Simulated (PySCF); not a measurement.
LiH, SMILES [LiH].

The structure is a stationary point at PBE0-D3(BJ)/def2-TZVPD.

Computed with ωB97X/def2-TZVPD run with PySCF.

Computed frontier levels, gap, dipole moment and polarisability:
| Property | Result |
|---|---|
| highest occupied level | -7.84 eV |
| lowest empty level | 0.21 eV |
| orbital gap | 8.04 eV |
| dipole moment | 5.88 D |
| quadrupole, principal values (traceless, Buckingham form, about the centre of nuclear charge) | -1.70, 0.85, 0.85 D·Å |
| mean static polarisability | 26.5 bohr³ (3.92 Å³) |
| polarisability, principal values | 22.8, 28.3, 28.3 bohr³ |
